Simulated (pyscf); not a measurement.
Single points on ωB97X-D3(BJ)/def2-SVP structures (PySCF, gas phase).

Task: `[Cl][Si]([Cl])([Cl])[Cl]` + `[H][H]` → `[Cl][SiH]([Cl])[Cl]` + `[ClH]`
Surface: singlet. Broken: Cl–Si, H–H. Formed: H–Si, Cl–H. Give ΔE‡ and ΔE from ωB97M-D3(BJ)/def2-TZVP, relative to the separated reactants.

Result: ΔE‡ = 60.2 kcal/mol, ΔE = +16.6 kcal/mol. Zero-point energy shifts the barrier by +2.3 kcal/mol. It is a four-centre exchange, with an imaginary mode of 1032i cm⁻¹. This is the saddle that the search found; another between the same sides may lie lower.
